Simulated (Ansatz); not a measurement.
Run this with Ansatz 0.2.0, Python API and show what comes out.

Input file `cl2.xyz`:
```text
2

Cl    0.00000    0.00000    0.00000
Cl    0.00000    0.00000    2.04000
```

The script, `cl2.py`:
```python
# -*- coding: utf-8 -*-
import itertools

import ansatz as az
from ase.data import atomic_numbers, covalent_radii
import numpy as np

cl2 = az.Crystal.molecule_from_extxyz("cl2.xyz")

base = (
    cl2.calculation()
    .basis(gaussian="def2-SVP")
    .functional("b3lyp")
    .charge(1)
    .spin("collinear", total=1)
    .accuracy("medium")
)
symbols = [site.symbol for site in cl2.cartesian_sites]
start = np.array([site.position_ang for site in cl2.cartesian_sites], dtype=float)
summary = base.relax(force_tolerance=0.01).run(threads=1, backend="cpu").report
end = np.array(summary["positions_ang"])
radius = [covalent_radii[atomic_numbers[s]] for s in symbols]
span = lambda where, i, j: np.linalg.norm(where[i] - where[j])
bonded = [(i, j) for i, j in itertools.combinations(range(len(symbols)), 2) if min(span(start, i, j), span(end, i, j)) < 1.2 * (radius[i] + radius[j])]
print("pair        before    after (A)")
for i, j in bonded:
    print(f"{symbols[i]}{i}-{symbols[j]}{j}".ljust(10), f"{span(start, i, j):8.4f} {span(end, i, j):8.4f}")

minimum = az.Crystal.molecule()
for symbol, place in zip(symbols, end):
    minimum = minimum.atom(symbol, place.tolist())
at_minimum = minimum.calculation().charge(1).spin("collinear", total=1)
level = lambda method, basis: at_minimum.basis(gaussian=basis).correlation(method).run(threads=1, backend="cpu").report
small, large, cluster = level("mp2", "cc-pVDZ"), level("mp2", "cc-pVTZ"), level("ccsd_t", "cc-pVDZ")
corr = lambda each: (each["free_energy_ev"] - each["reference_energy_ev"]) / 27.211386246
mp2_limit = (27 * corr(large) - 8 * corr(small)) / 19
pieces = {"HF / cc-pVTZ": large["reference_energy_ev"] / 27.211386246, "MP2 correlation, DZ-TZ limit": mp2_limit, "CCSD(T) - MP2 / cc-pVDZ": corr(cluster) - corr(small)}
for name, value in pieces.items():
    print(f"{name:32s} {value:14.6f} Ha")
print(f"{'sum':32s} {sum(pieces.values()):14.6f} Ha")
print("T1 diagnostic", round(cluster["correlation"]["coupled_cluster"]["t1_diagnostic"], 4))
```

`python cl2.py` gives:
```text
pair        before    after (A)
Cl0-Cl1      2.0400   1.9517
RunWarning: these amplitudes may be one of several solutions (largest doubles amplitude 0.10, level shift 0.30 eV)
HF / cc-pVTZ                        -918.594770 Ha
MP2 correlation, DZ-TZ limit          -0.402132 Ha
CCSD(T) - MP2 / cc-pVDZ               -0.035926 Ha
sum                                 -919.032828 Ha
T1 diagnostic 0.0106
```
(Warnings from the package without file and line.)

Caveats:
- The settings weren't tested for convergence.
- The sum leaves out core correlation, relativity, the Hartree-Fock basis error and zero-point energy; a DZ-TZ extrapolation is rough.
- The run takes the species as open-shell (spin multiplicity 2), which needn't be its ground state.
- b3lyp holds the VWN-RPA fit, as in Gaussian; the form of ORCA and Turbomole is b3lyp5.
- Inner cores stay frozen, so this is valence correlation.
- For Al to Cl the sets with a tight d function, cc-pV(X+d)Z, are usual.
- The spin state was assumed, and another may lie lower.
- Run time: 9 s on 1 thread of Arm Neoverse V1 (shared host), peak memory 0.18 GiB.

(Lines on the test bed's own set-up are left out of the output.)
